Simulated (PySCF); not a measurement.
Geometries of 2 isomers of [C3H3N2]- (charge -1), from PBE0-D3(BJ)/def2-SVP geometry optimisation, gas phase (PySCF). One conformer each, no zero-point energy, no frequencies.

Problem. Which isomer lies lower at this level?
A.
```xyz
8
angstrom
C      0.048    0.721   -0.324
C     -1.092   -0.023    0.021
N     -0.747   -1.213    0.543
N      0.593   -1.292    0.556
C      1.086   -0.150    0.046
H      0.111    1.717   -0.767
H     -2.147    0.255   -0.086
H      2.168    0.003   -0.038
```
B.
```xyz
8
angstrom
C     -0.643   -0.679    0.369
C     -0.794    0.525   -0.319
N      0.435    1.030   -0.611
C      1.258    0.107   -0.087
N      0.683   -0.946    0.517
H     -1.417   -1.353    0.757
H     -1.717    1.040   -0.611
H      2.351    0.209   -0.148
```

Solution. B. That is `c1c[n-]cn1`, 16.9 kcal/mol below the other.

```
    SMILES          atoms numbered as above      E (Eh)  relative (kcal/mol)  relative (kJ/mol)  dipole about centre of mass (D)
c1c[n-]cn1  [cH:1]1[cH:2][n-:3][cH:4][n:5]1  -225.21816                  0.0                0.0                             0.95
c1cn[n-]c1  [cH:1]1[cH:2][n:3][n-:4][cH:5]1  -225.19118                 16.9               70.8                             2.67
```

As drawn, the higher has an N–N linkage, which the lower lacks.
